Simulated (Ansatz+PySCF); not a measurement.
A calculation with Ansatz (development build ahead of 0.2.0).

```yaml
crystal:
  periodic: [false, false, false]
  atoms:
    - { symbol: C, position_ang: [-0.03308, 1.45198, 0.0] }
    - { symbol: C, position_ang: [1.18748, 0.73147, 0.0] }
    - { symbol: C, position_ang: [1.17859, -0.68046, 0.0] }
    - { symbol: C, position_ang: [-0.03973, -1.39413, 0.0] }
    - { symbol: C, position_ang: [-1.27399, -0.69734, 0.0] }
    - { symbol: C, position_ang: [-1.20966, 0.6984, 0.0] }
    - { symbol: H, position_ang: [-0.04291, 2.54787, 0.0] }
    - { symbol: H, position_ang: [2.18384, 1.29991, 0.0] }
    - { symbol: H, position_ang: [2.12801, -1.22861, 0.0] }
    - { symbol: H, position_ang: [-0.03383, -2.54122, 0.0] }
    - { symbol: H, position_ang: [-2.22797, -1.23678, 0.0] }
basis:
  gaussian: { orbitals: cc-pVTZ }
magnetization:
  spin_polarized: true
  initial_magnetization: 1
hamiltonian:
  xc: hf
correlation:
  method: mp2
  frozen_orbitals: { C: 1, H: 0 }
output:
  forces: true
```

The input is written out in the form of the current development build from the run's settings.

The run gave:

```
Converged                                                          : yes
Reference energy                                                   : -230.12922 hartree
Correlation energy                                                 : -0.85946 hartree
Total energy                                                       : -230.98869 hartree
Spin squared of the determinant                                    : 1.467
Stability test                                                     : minimum
Occupied orbitals by symmetry in an Abelian subgroup (alpha; beta) : 11 A1 1 A2 2 B1 7 B2; 10 A1 1 A2 2 B1 7 B2
```

Forces (eV/Å):
| atom | Fx | Fy | Fz |
| --- | --- | --- | --- |
| C1 | 0.193 | -1.658 | 0.000 |
| C2 | -0.468 | -0.131 | 0.000 |
| C3 | -1.252 | 0.723 | 0.000 |
| C4 | -0.121 | 0.471 | 0.000 |
| C5 | 1.532 | 0.662 | 0.000 |
| C6 | 1.896 | -1.094 | 0.000 |
| H7 | -0.015 | -0.612 | 0.000 |
| H8 | -1.754 | -0.994 | 0.000 |
| H9 | -0.517 | 0.299 | 0.000 |
| H10 | -0.017 | 2.016 | 0.000 |
| H11 | 0.523 | 0.319 | 0.000 |

Caution: the unrestricted determinant is spin contaminated.
